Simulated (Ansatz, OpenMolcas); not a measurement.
Errors in the atomisation enthalpy at 298 K

10 molecules with nitrogen; the atomisation enthalpy at 298 K in kJ/mol, computed less measured. Shapes, held fixed at every level: PBE0-D4/def2-TZVP. Flexible molecules stand in one conformer, not always the lowest. Thermal terms are harmonic and unscaled (PBE0-D4/def2-TZVP); the spin-orbit lowering of the free atoms is taken from their spectra. Programs: Ansatz 0.2.0, OpenMolcas 26.06. Measured values: Active Thermochemical Tables, CRC Handbook of Chemistry and Physics, NIST-JANAF tables.

Levels: A = SPW92/def2-TZVPP; B = B3LYP/6-31G* (Cartesian functions); C = MP2/def2-SVP; D = MP2/def2-TZVPP.

| molecule | from tabulated heats | A | B | C | D |
| --- | --- | --- | --- | --- | --- |
| N2 (SMILES N#N) | 945 | +162 | -26 | -42 | +1 |
| HCN (hydrogen cyanide) | 1278 | +197 | -22 | -41 | -2 |
| NOF (nitrosyl fluoride) | 867 | +366 | +14 | -37 | +35 |
| N2H (dinitrogen monohydride) | 913 | +227 | +5 | -114 | -59 |
| N2O (nitrous oxide) | 1112 | +381 | -5 | -29 | +33 |
| CHNS (isothiocyanic acid) | 1557 | +341 | -28 | -73 | +2 |
| CH3N (methanimine) | 1755 | +269 | -13 | -103 | -39 |
| C3H5N (SMILES CCC#N) | 3661 | +531 | -26 | -118 | -33 |
| CH6N2 (methylhydrazine) | 2875 | +485 | -27 | -207 | -83 |
| C4H5N (pyrrole) | 4322 | +741 | -42 | -108 | -11 |

Problem. Sum up the errors.

Solution. 
```json
{"level": "SPW92/def2-TZVPP", "kind": "LDA", "mean error": "+370.0", "mean absolute error": "370.0", "worst case": "C4H5N"}
{"level": "B3LYP/6-31G* (Cartesian functions)", "kind": "global hybrid", "mean error": "-17.0", "mean absolute error": "20.8", "worst case": "C4H5N"}
{"level": "MP2/def2-SVP", "kind": "perturbation theory", "mean error": "-87.2", "mean absolute error": "87.2", "worst case": "CH6N2"}
{"level": "MP2/def2-TZVPP", "kind": "perturbation theory", "mean error": "-15.6", "mean absolute error": "29.8", "worst case": "CH6N2"}
```

On this set B3LYP/6-31G* (Cartesian functions) has the smallest mean absolute error and SPW92/def2-TZVPP the largest. SPW92/def2-TZVPP is too high in 10 of 10; B3LYP/6-31G* (Cartesian functions) is too low in 8 of 10; MP2/def2-SVP is too low in 10 of 10. The tabulated value of NOF is in doubt (older tables, estimates, or at odds with other calculations) and kept here. Over the 9 molecules whose values aren't doubted the mean absolute errors are A 370.4; B 21.6; C 92.8; D 29.2. Correlated wave functions converge slowly with the basis. Spin contamination: N2H (⟨S²⟩ up to 0.85). Open shells run unrestricted. The set is small.
